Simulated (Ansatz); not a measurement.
System: BiTeI (P3m1, No. 156; cell taken from a computed entry). Method: PBEsol in Ansatz (PAW).

Numerical settings: plane-wave cutoff 500 eV, 12×12×6 k mesh (along the axes of the cell as run), Fermi–Dirac smearing 0.05 eV, scalar-relativistic PAW data made under PBE.

Cell (relaxed at this level):

```cif
data_BiITe
_chemical_formula_sum 'Bi1 Te1 I1'
_space_group_name_H-M_alt 'P 1'
_space_group_IT_number 1
_cell_length_a 4.33558
_cell_length_b 4.33558
_cell_length_c 6.88076
_cell_angle_alpha 90.000
_cell_angle_beta 90.000
_cell_angle_gamma 120.000
loop_
_space_group_symop_operation_xyz
  'x, y, z'
loop_
_atom_site_label
_atom_site_type_symbol
_atom_site_fract_x
_atom_site_fract_y
_atom_site_fract_z
_atom_site_occupancy
Bi1 Bi 0.00000 0.00000 0.92159 1
Te1 Te 0.66667 0.33333 0.67383 1
I1 I 0.33333 0.66667 0.22389 1
```

### Question
Predict the band gap.

### Answer

band gap: 1.15 eV (on the SCF k mesh)

Note: the relaxation could not lower the start's symmetry, so the cell can be a saddle point above a distorted one.

Spin–orbit coupling is not included; with these elements it can move the gap by several tenths of an eV or more.

Static lattice: no zero-point or thermal effects.

Ansatz is an electronic-structure program.
